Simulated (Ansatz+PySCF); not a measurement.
The numbers below are computed, except where a source is named.
# Several solutions for singlet CH4

```xyz
5

C     0.0000    0.0000    0.0000
H     1.3314    1.3314    1.3314
H     0.6340   -0.6340   -0.6340
H    -0.6340    0.6340   -0.6340
H    -0.6340   -0.6340    0.6340
```

Basis set: 6-31G (spherical functions). Charge 0, multiplicity 1.

PBE0 (unrestricted) was run from several starts with Ansatz (development build ahead of 0.2.0) and PySCF 2.14.0.

```
run  program                        start  converged  energy (hartree)  <S²>
  A   Ansatz      atomic start, no search        yes         -40.26865  0.00
  B   Ansatz  search for the lowest state        yes         -40.28035  0.62
  C    PySCF             program defaults        yes         -40.26865  0.00
  D   Ansatz      stability test followed        yes         -40.28035  0.62
```

Which runs reached the lowest solution of this kind, and what is wrong with the others?

B, D reached the lowest solution found. Converged but too high: A by 0.32 eV, C by 0.32 eV. Convergence only shows a stationary point, and even a stable one can lie too high; stability tests and further starts are what find lower ones. Caution: charge can spread falsely over distant fragments. Caution: the unrestricted determinant is spin contaminated.
